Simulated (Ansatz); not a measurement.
Wurtzite MgTe, treated with PBE+SOC in Ansatz (plane waves, PAW).

Settings: plane-wave cutoff 520 eV, 12×12×6 k mesh (along the axes of the cell as run), Fermi–Dirac smearing 0.01 eV, PAW data made under PBE.

Shape and atoms are relaxed at each volume.

Pressure at four volumes; x = ln(V/34.506 Å³). One pressure is withheld.

```json
[
 {"V (Å³/atom)": "33.126", "x": "-0.0408", "P (GPa)": "1.499"},
 {"V (Å³/atom)": "34.506", "x": "0.0000", "P (GPa)": "0.001"},
 {"V (Å³/atom)": "35.196", "x": "0.0198", "P (GPa)": "-0.639"},
 {"V (Å³/atom)": "35.886", "x": "0.0392", "P (GPa)": "?"}
]
```

### Question
Pass a parabola P(x) through the three rows shown, estimate the bulk modulus and its pressure derivative near zero pressure, and predict the withheld pressure.

### Answer
Slopes between the rows: (0.001 − (1.499))/(0.0000 − (-0.0408)) = -36.72 and (-0.639 − (0.001))/(0.0198 − (0.0000)) = -32.32 GPa. Their difference over the span 0.0606 is c = 4.40/0.0606 = 72.6 GPa, so P(x) = 1.499 + (-36.72)(x − (-0.0408)) + 72.6 (x − (-0.0408))(x − (0.0000)). At the middle row B = −dP/dx = −[-36.72 + 72.6 × 0.0408] = 33.8 GPa, and B′ = dB/dP = 2c/B = 4.3. At x = 0.0392 the parabola gives -1.211 GPa; the run gives -1.216 GPa. The Birch–Murnaghan fit to the energies at all volumes has B0 = 33.7 GPa and B′ = 4.2.

Ansatz is a first-principles code.
